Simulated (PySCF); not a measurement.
A structure optimised at B3LYP-D3(BJ)/def2-TZVP, used in a PySCF frequency run:

```
Si
H 1 1.4832
H 1 1.4832 2 108.63
H 1 1.4832 2 108.63 3 -118.01
Si 1 2.3443 2 110.30 3 121.00
H 5 1.4832 1 110.30 2 -179.53
H 5 1.4832 6 108.63 1 121.00
H 5 1.4832 6 108.63 7 118.01
```
Charge 0, spin multiplicity 1.

Question: Write its SMILES, formula and point group.

Answer: [SiH3][SiH3], H₆Si₂, D3

Question: What are its rotational constants (standard atomic weights)?

Answer: 43.178, 5.0420, 5.0420 GHz
